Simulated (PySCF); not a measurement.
Ligands exchanged one at a time, B F-Br. Gas-phase values, no solvent. Strings in code marks are SMILES.

The T1 excitation (TDA) from two functionals at the same geometries (B3LYP-D3(BJ)/def2-TZVP), both in PySCF: PBE-D3(BJ)/def2-TZVP and ωB97X-D3(BJ)/def2-TZVP. Excitations are Tamm–Dancoff values on a coarser integration grid. The basis has no diffuse functions, so Rydberg states are missing or too high.

```csv
species,PBE-D3(BJ)/def2-TZVP (eV)
0 of 3 F replaced by Br (`FB(F)F`),9.44
1 of 3 F replaced by Br (`FB(Br)F`),6.11
2 of 3 F replaced by Br (`FB(Br)Br`),4.92
3 of 3 F replaced by Br (`BrB(Br)Br`),3.98
```

### Question
What does ωB97X-D3(BJ)/def2-TZVP give for each?

### Answer

- 0 of 3 F replaced by Br (`FB(F)F`): 10.74
- 1 of 3 F replaced by Br (`FB(Br)F`): 7.24
- 2 of 3 F replaced by Br (`FB(Br)Br`): 6.00
- 3 of 3 F replaced by Br (`BrB(Br)Br`): 5.00
Over these rows, drawn at random from the members with no instability flagged (it was tested for open shells, ions and some series alone), PBE minus ωB97X-D3(BJ): mean -1.13 eV, from -1.29 eV to -1.02 eV.
